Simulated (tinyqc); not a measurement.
Stretching all distances: RHF, UHF, MP2, CISD and CCSD against full CI in the sto-3g basis, for H2O, spin multiplicity 1. Computed by the program tinyqc with PySCF. All coordinates are multiplied by the scale. c0^2 is the weight of the RHF determinant in the lowest singlet FCI state (UHF is spin-contaminated and may lie near states of higher spin) and n(LUMO) the first natural occupation beyond the occupied space.

Geometry (angstrom):
```
atom,x,y,z
O,0.0000,0.0000,0.0000
H,0.0000,0.7490,0.5420
H,0.0000,-0.7490,0.5420
```

Full CI energy (hartree) and errors against it (kcal/mol):
```
scale,distance 1-2 (angstrom),E(FCI),RHF,UHF,MP2,CISD,CCSD,<S^2> UHF,c0^2,n(LUMO)
0.9900,0.9153,-74.994435,27.5175,27.5175,7.6037,0.3319,0.0658,0.0000,0.9782,0.0218
1.1800,1.0910,-75.011150,43.1286,43.1286,13.3421,1.0361,0.1414,0.0000,0.9539,0.0479
1.3800,1.2759,-74.954837,66.8917,66.5413,22.4402,3.1385,0.3320,0.1404,0.9052,0.1022
1.5700,1.4515,-74.888596,96.9345,63.8427,33.8883,7.6277,0.5801,1.0866,0.8303,0.1893
1.7600,1.6272,-74.830987,133.9966,43.8897,47.3111,15.5850,0.2934,1.5350,0.7261,0.3145
1.9500,1.8028,-74.789331,176.6817,25.1686,61.0964,26.8319,-2.3615,1.7633,0.6009,0.4682
2.1400,1.9785,-74.763927,221.5021,12.8189,80.4332,41.3099,-7.0155,1.8805,0.4504,0.6220
```

What does the comparison show, and why?

UHF parts from RHF first at scale 1.38 of those listed, where <S^2> leaves zero. The weight c0^2 goes from 0.98 to 0.45 and n(LUMO) from 0.02 to 0.62: static correlation grows as the bonds break into open-shell fragments. The spread of the error along the curve, which distorts its shape, is CCSD 7.6, CISD 41.0, UHF 53.7, MP2 72.8, RHF 194.0 kcal/mol. Below FCI somewhere: CCSD, as non-variational methods may be.
